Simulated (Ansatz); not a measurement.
**Relative stability**

Two relaxed structures of AlSiNH$_{7}$ (charge +1), singlet (PBE0-D4/def2-TZVP; forces vanish, vibrations not checked).

A:

```xyz
10
angstrom
N -1.3388 0.9634 -0.6871
Al 0.5362 0.2315 -0.7722
Si 1.1371 -1.1408 1.1579
H -1.8418 0.7523 0.1743
H -1.3460 1.9797 -0.7925
H -1.9119 0.6115 -1.4565
H 1.0631 0.7870 -2.1421
H 0.8837 -2.5515 0.7724
H 0.2529 -0.7339 2.2798
H 2.5655 -0.8992 1.4660
```

B:

N1  (-1.262, 0.602, -0.597)
Al2  (1.364, -0.522, 1.651)
Si3  (0.414, -0.341, -0.658)
H4  (-1.954, 0.125, -0.018)
H5  (-1.164, 1.546, -0.222)
H6  (-1.665, 0.692, -1.530)
H7  (1.103, 0.518, -1.652)
H8  (-0.062, -1.573, -1.334)
H9  (0.448, 0.147, 2.746)
H10  (2.739, -1.264, 1.768)
(Å)

Ansatz 0.2.0; basis: def2-TZVPP; cores frozen in the correlated methods. B3LYP uses VWN-RPA correlation.

**Question.** Which structure is lower at CCSD(T), and by how much? (An estimate is asked for; the value comes from the calculation.)

**Answer.** By the calculation: A, by 11.30 kcal/mol (electronic energy, against the other). By their contacts, A is AlSiNH₇ ([NH3][AlH][SiH3]), total charge +1 and B is AlSiNH₇ ([NH3][SiH2][AlH2]), total charge +1.

All methods give the same order:

```
   method  E(B) − E(A) (kcal/mol)
   PBE-D4                   11.81
r2SCAN-D4                   12.11
  PBE0-D4                   11.59
 B3LYP-D4                   11.28
  wB97M-V                   11.03
       HF                   10.26
      MP2                   11.43
     CCSD                   11.13
  CCSD(T)                   11.30
```

No T1 diagnostic of these runs exceeds 0.011.

Labels in which every atom is bracketed show which atoms are joined, not bond orders.

For scale, one of the runs: CCSD(T)/def2-TZVPP, 213 basis functions, launched by `ansatz run in.yaml --threads 2 --pin off --events-out ev --progress --plain --max-ram 4352MiB`. Time: 53 s of wall clock on 2 CPU threads of an Arm Neoverse V2; the host was shared. Peak host memory: 2.7 GiB.
